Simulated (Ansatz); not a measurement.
## HAlN, quartet in 6-31G: errors against full CI

Geometry: a point of a breathe scan, not a stationary point.

```xyz
3

Al    0.0000   -0.2550    1.5040
N     0.0000    0.2619   -3.1418
H     0.0000    3.1852    3.3980
```

Basis 6-31G; Ansatz 0.2.0. Correlated methods freeze the noble-gas cores, which leaves 9 electrons in 18 orbitals. Prefix R: restricted or restricted open-shell reference; prefix U: unrestricted. Active spaces: pair = (5e, 5o) about the gap; valence = (9e, 9o) chosen from the atoms' valence shells.

Full CI is exact within this basis and frozen core; it isn't the basis-set limit. The frozen core follows each run's orbitals, which can shift R against U totals by a few meV.

Unrestricted rows (U) aren't spin-pure: their determinants' ⟨S²⟩ exceeds S(S+1) by up to 0.97, so they mix in states of higher spin.

```
UHF ⟨S²⟩                          : 4.720
T1 diagnostic (RCCSD)             : 0.0355
largest doubles amplitude (RCCSD) : 0.630
T1 diagnostic (UCCSD)             : 0.0479
```

| level | E − E(full CI) (mEh) | share of correlation (%) | wall time |
| --- | --- | --- | --- |
| UHF | 68.36 | 62.60 | – |
| UMP2 | 24.12 | 86.80 | – |
| UCCSD* | 1.81 | 99.01 | – |
| UCCSD(T)* | 0.85 | 99.53 | 5.5 s |
| UCCSDT* | -0.04 | 100.02 | – |
| UCCSDT(Q)* | -0.08 | 100.04 | 14 s |
| CASSCF (pair space) | 67.49 | 63.08 | – |
| NEVPT2 (pair space) | 22.89 | 87.48 | 2.5 s |
| CASSCF (valence space) | 43.23 | 76.35 | – |
| NEVPT2 (valence space) | 14.84 | 91.88 | 3.1 s |
| MRCISD (valence space) | 0.95 | 99.48 | – |
| MRCISD+Q (valence space) | -0.02 | 100.01 | 4.5 s |

An asterisk marks runs whose energy the program itself flagged as in doubt.

The correlation energy at full CI, counted from the determinant under the R cluster runs, is -4.974 eV. That run took 4.8 min on 1 thread of Arm Neoverse V1, shared host over 7,588,672 determinants.

Run but not shown, since their state or frozen core can't be matched to the reference's or they repeat it: RHF, RMP2, CISD, RCCSD, RCCSD(T), BCCD(T), RCCSDT, RCCSDT(Q), RCCSDTQ.

Times hold each run's SCF and search for its determinant on a shared host, so for small cases they say little of a method's own cost; they ran on 1 thread of Arm Neoverse V1.

The full-CI state has the irrep A'' of Cs, in the program's axes.

Natural occupations of full CI about the gap: 1.985 1.905 1.412 0.996 0.995 0.995 0.586 0.042 0.041 0.011; effectively unpaired electrons, Σ n²(2−n)², 4.42. No single determinant describes this state well, so single-reference rows can miss without a flag.
